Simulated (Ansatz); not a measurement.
```yaml
crystal:
  periodic: [false, false, false]
  atoms:
    - {symbol: N, position_ang: [0.000000, 0.000000, -1.919072]}
    - {symbol: Al, position_ang: [0.000000, 0.000000, -0.225194]}
    - {symbol: Si, position_ang: [0.000000, 0.000000, 2.144266]}
basis:
  gaussian: {orbitals: def2-TZVP}
magnetization: {spin_polarized: true, initial_magnetization: 2}
hamiltonian: {xc: pbe0}
relax: {f_tol: 0.004, max_steps: 80}
```

```sh
$ ansatz run in.yaml --threads 1 --pin off --events-out ev --progress --plain --max-ram 2176MiB
```

Steps of the relaxation (energy above the last step; positions in Å, forces in eV/Å):

```
3
step 1, 203.5 meV
N     0.000    0.000   -1.919    0.000    0.000   -3.097
Al    0.000    0.000   -0.225    0.000    0.000    2.782
Si    0.000    0.000    2.144    0.000    0.000    0.315
```

```
3
step 2, 82.7 meV
N     0.000    0.000   -1.962    0.000    0.000   -1.745
Al    0.000    0.000   -0.219    0.000    0.000    1.811
Si    0.000    0.000    2.181    0.000    0.000   -0.066
```

```
3
step 3, 7.7 meV
N     0.000    0.000   -2.005    0.000    0.000   -0.424
Al    0.000    0.000   -0.192    0.000    0.000    0.548
Si    0.000    0.000    2.197    0.000    0.000   -0.124
```

```
3
step 6, 0.0 meV
N     0.000    0.000   -2.020    0.000    0.000    0.001
Al    0.000    0.000   -0.175    0.000    0.000    0.002
Si    0.000    0.000    2.195    0.000    0.000   -0.003
```

Close pairs at the end: N1–Al2 1.845 Å, Al2–Si3 2.370 Å.

A stationary point of unrestricted PBE0 after 6 steps, with ⟨S²⟩ = 2.761 against 2.00 for a pure state; no frequencies were run, so it isn't proven a minimum. 81 s on 1 thread of AMD EPYC 7R43, shared host.
